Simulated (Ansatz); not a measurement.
Input file:

```yaml
crystal:
  periodic: [false, false, false]
  atoms:
    - {symbol: Al, position_ang: [0.000000, 0.000000, 0.000000]}
    - {symbol: As, position_ang: [0.000000, 0.000000, 4.859000]}
basis:
  gaussian: {orbitals: def2-mTZVP}
total_charge: 1
magnetization: {spin_polarized: true, initial_magnetization: 3}
correlation: {method: ccsd_t, electrons: outside_noble_gas}
scf: {lower_state_search: off}
```

```sh
$ ansatz run in.yaml --threads 1 --pin off --events-out ev --progress --plain --max-ram 2393MiB
```

The program prints:

```
these checks for a lower state are left out or cut short: stability, starts, cluster_reference, orbital_swaps, neighbouring_geometries, increment
565 factors; integrals over basis functions are off by at most 2.6e-4 eV
mean field evaluation 1: about -67371.2354 eV, gradient 8.7e0 eV
mean field evaluation 2: about -67371.2366 eV, gradient 8.7e0 eV
mean field evaluation 4: about -67371.6734 eV, gradient 7.2e-1 eV
mean field evaluation 8: about -67371.6819 eV, gradient 1.6e-3 eV
mean field -67371.68189979 eV, -2475.8636436511 hartree, gradient 2.6e-6 eV, S^2 3.750938; 0 other end points of the search recorded, 0 dependent functions left out
19 core orbitals not correlated: weight in the atoms' cores, before any rotation towards them, 1.000 or more for the frozen orbitals, at most 0.000 for the correlated occupied ones
reference -67371.68189979 eV, -2475.8636436511 hartree; 5, 2 occupied and 34, 37 virtual orbitals, 565 factors
second order -2.26213353 eV of doubles, -0.00000000 eV of singles
cycle   1  -2.77294820 eV  change   -5.1e-1 eV  update   6.8e-2
cycle   2  -3.00129598 eV  change   -2.3e-1 eV  update   2.7e-2
cycle   3  -3.00649180 eV  change   -5.2e-3 eV  update   4.4e-3
cycle   4  -3.00751196 eV  change   -1.0e-3 eV  update   6.4e-4
cycle   5  -3.00736422 eV  change    1.5e-4 eV  update   2.7e-4
cycle   6  -3.00714049 eV  change    2.2e-4 eV  update   1.2e-4
cycle   7  -3.00722544 eV  change   -8.5e-5 eV  update   4.3e-5
cycle   8  -3.00725651 eV  change   -3.1e-5 eV  update   1.7e-5
cycle   9  -3.00723760 eV  change    1.9e-5 eV  update   7.2e-6
cycle  10  -3.00724068 eV  change   -3.1e-6 eV  update   3.9e-6
perturbative correction -0.02948915 eV, -0.0010837064 hartree
Total energy: -67374.71862962 eV, -2475.9752414141 hartree
Checks for a lower state left out: stability, starts, cluster_reference, orbital_swaps, neighbouring_geometries, increment
```

Ran on 1 thread of Arm Neoverse V2, shared host: 0.72 s wall, 0.2 GiB peak host memory.
